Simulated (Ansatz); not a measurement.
Input file:

```yaml
crystal:
  periodic: [false, false, false]
  atoms:
    - {symbol: N, position_ang: [0.000000, 0.000000, 0.055493]}
    - {symbol: C, position_ang: [0.000000, 0.000000, -1.107975]}
    - {symbol: H, position_ang: [0.000000, 0.000000, 1.052482]}
basis:
  gaussian: {orbitals: 6-31G}
total_charge: 1
magnetization: {spin_polarized: false, initial_magnetization: 1}
correlation: {method: fic_mrcisd_q, electrons: outside_noble_gas, active_space: {window: {electrons: 9, orbitals: 9}, shells: [{species: C, l: s, shell: 2}, {species: C, l: p, shell: 2}, {species: H, l: s, shell: 1}, {species: "N", l: s, shell: 2}, {species: "N", l: p, shell: 2}]}}
```

```sh
$ ansatz run in.yaml --threads 1 --pin off --events-out ev --progress --plain --max-ram 2393MiB
```

Output:

```
448 factors; integrals over basis functions are off by at most 1.2e-7 eV
mean field evaluation 1: about -2509.1708 eV, gradient 4.6e1 eV
mean field evaluation 2: about -2509.1824 eV, gradient 4.6e1 eV
mean field evaluation 4: about -2514.3892 eV, gradient 3.3e0 eV
mean field evaluation 8: about -2514.4558 eV, gradient 1.7e-4 eV
mean field evaluation 16: about -2513.0303 eV, gradient 5.6e-5 eV
mean field -2514.45578631 eV, -92.4045457877 hartree, gradient 1.3e-6 eV, S^2 0.750000; 4 other end points of the search recorded, 0 dependent functions left out
reference -2514.45578631 eV, -92.4045457877 hartree; 7, 6 occupied and 13, 14 virtual orbitals, 448 factors
state -2519.23710429 eV, -92.5802559823 hartree
contracted CI cycle   1: correlation 0.00000000 eV, 0.0000000000 hartree, residual 8.79e0 eV
contracted CI cycle   2: correlation -1.04578542 eV, -0.0384319052 hartree, residual 1.68e0 eV
contracted CI cycle   3: correlation -1.08032232 eV, -0.0397011131 hartree, residual 3.10e-1 eV
contracted CI cycle   4: correlation -1.08148644 eV, -0.0397438935 hartree, residual 6.35e-2 eV
contracted CI cycle   5: correlation -1.08153209 eV, -0.0397455713 hartree, residual 1.31e-2 eV
contracted CI cycle   6: correlation -1.08153420 eV, -0.0397456486 hartree, residual 2.74e-3 eV
contracted CI cycle   7: correlation -1.08153428 eV, -0.0397456518 hartree, residual 6.15e-4 eV
state -2519.23710429 eV, -92.5802559823 hartree; corrected -2520.33705200 eV, -92.6206783151 hartree
Total energy: -2520.33705200 eV, -92.6206783151 hartree
Checks for a lower state left out: starts, orbital_swaps
```

For the same geometry and basis full CI lies 12.7 meV lower.

Ran on 1 thread of Arm Neoverse V1, shared host: 4.1 s wall, 0.32 GiB peak host memory.
